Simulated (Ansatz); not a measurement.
Ansatz (a quantum-chemistry and plane-wave program) input (MP2/6-31G*):

Ansatz 0.2 input:
```yaml
crystal:
  periodic: [false, false, false]
  atoms:
    - {symbol: C, position_ang: [-0.04018470, 1.15654088, 0.00773656]}
    - {symbol: S, position_ang: [-0.05235919, -0.66642908, -0.00484680]}
    - {symbol: H, position_ang: [1.27920297, -0.84038919, 0.00081397]}
    - {symbol: H, position_ang: [-1.08380254, 1.46636619, 0.00449144]}
    - {symbol: H, position_ang: [0.43713012, 1.54268855, 0.90584820]}
    - {symbol: H, position_ang: [0.44632472, 1.55495443, -0.88002423]}
basis:
  gaussian:
    orbitals: 6-31G*
magnetization: {spin_polarized: false}
correlation: {method: mp2, electrons: outside_noble_gas}
relax: {f_tol: 0.003, max_steps: 120}
```

**Question.** Predict the final energy.

**Answer.** -437.95267 Eh.
